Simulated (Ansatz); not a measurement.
```yaml
crystal:
  periodic: [false, false, false]
  atoms:
    - {symbol: Ga, position_ang: [0.000000, 0.000000, -2.856842]}
    - {symbol: Al, position_ang: [0.000000, 0.000000, -0.467233]}
    - {symbol: O, position_ang: [0.000000, 0.000000, 1.186228]}
    - {symbol: H, position_ang: [0.000000, 0.000000, 2.137847]}
basis:
  gaussian: {orbitals: def2-TZVP}
magnetization: {spin_polarized: true, initial_magnetization: 3}
hamiltonian: {xc: pbe0}
relax: {f_tol: 0.004, max_steps: 80}
```

```sh
$ ansatz run in.yaml --threads 1 --pin off --events-out ev --progress --plain --max-ram 2176MiB
```

Steps of the relaxation (energy above the last step; positions in Å, forces in eV/Å):

```
4
step 1, 29.8 meV
Ga    0.000    0.000   -2.857    0.000    0.000    0.688
Al    0.000    0.000   -0.467    0.000    0.000   -0.428
O     0.000    0.000    1.186    0.000    0.000    0.073
H     0.000    0.000    2.138    0.000    0.000   -0.333
```

```
4
step 2, 0.4 meV
Ga    0.000    0.000   -2.800    0.000    0.000    0.052
Al    0.000    0.000   -0.482    0.000    0.000    0.079
O     0.000    0.000    1.168    0.000    0.000   -0.063
H     0.000    0.000    2.115    0.000    0.000   -0.067
```

```
4
step 3, 0.1 meV
Ga    0.000    0.000   -2.795    0.000    0.000   -0.004
Al    0.000    0.000   -0.482    0.000    0.000    0.062
O     0.000    0.000    1.165    0.000    0.000   -0.054
H     0.000    0.000    2.111    0.000    0.000   -0.004
```

```
4
step 6, 0.0 meV
Ga    0.000    0.000   -2.794    0.000    0.000    0.000
Al    0.000    0.000   -0.481    0.000    0.000    0.000
O     0.000    0.000    1.165    0.000    0.000    0.000
H     0.000    0.000    2.110    0.000    0.000    0.000
```

Close pairs at the end: O3–H4 0.946 Å, Al2–O3 1.646 Å, Ga1–Al2 2.313 Å.

A stationary point of unrestricted PBE0 after 6 steps, with ⟨S²⟩ = 3.756 against 3.75 for a pure state; no frequencies were run, so it isn't proven a minimum. 22 s on 1 thread of Intel Xeon 6975P-C, shared host.
